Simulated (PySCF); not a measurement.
Gas-phase reaction: 2 BCl ⇌ BCl2 + B

Energies from PySCF (xtb for GFN2), thermal terms from the rigid-rotor harmonic-oscillator model, ideal gas at 1 bar. Table values come from the NASA 1993 polynomials. After a fit of one offset per element over all species, the range-separated, M06-2X, PBE0/def2-QZVP and CCSD(T)/def2-TZVPP enthalpies, where run, lie to one side of the table for BCl (+35 kJ/mol), BCl2 (+48 kJ/mol): a fault of the table's entry, another state or a shared error of the levels is possible; this was not checked at source. † marks an energy on the PBE0/def2-TZVP geometry and frequencies; other levels use their own. CCSD(T) freezes the core. 6-31G* has spherical d functions here. Open shells (unrestricted): BCl2 (multiplicity 2), B (multiplicity 2, electronic degeneracy 6); the rest are closed-shell singlets. GFN2 has no spin-polarisation term. Spin-orbit splitting is ignored; it lowers the true energy and changes the entropy of B. B3LYP is the form with VWN-RPA correlation. For this reaction the table lies outside the span of B3LYP, CCSD(T), M06-2X, MP2, PBE0, r2SCAN, ωB97M-V, ωB97X-V in their largest bases here; which side is off was not settled. CCSD(T) isn't extrapolated to the basis-set limit; its ΔH°(298 K) is 176.6 kJ in def2-SVP and 178.1 kJ in def2-TZVPP. The harmonic model lacks anharmonicity and excited electronic states, which grow with temperature; levels with a mode under 35 cm⁻¹ are left out. The table's entry may be an old estimate for BCl, BCl2 (not checked at source).

```tsv
level	ΔH°(298 K), kJ	minus table	ΔG°(1000 K), kJ
table	197.7	-	195.6
B3LYP/6-31G*	152.3	-45.4	153.6
BLYP/def2-TZVP†	170.3	-27.4	171.2
CCSD(T)/def2-TZVPP†	178.1	-19.6	178.9
GFN2-xTB	381.1	183.4	375.6
M06-2X/def2-TZVP†	164.4	-33.3	165.2
PBE/def2-SVP	155.7	-42.0	156.4
PBE0/def2-QZVP†	143.0	-54.7	143.8
PBE0/def2-SVP†	139.6	-58.1	140.4
LDA/def2-TZVP†	171.4	-26.3	172.2
ωB97M-V/def2-TZVP†	189.4	-8.3	190.3
ωB97X-V/def2-TZVP†	160.6	-37.1	161.4
```
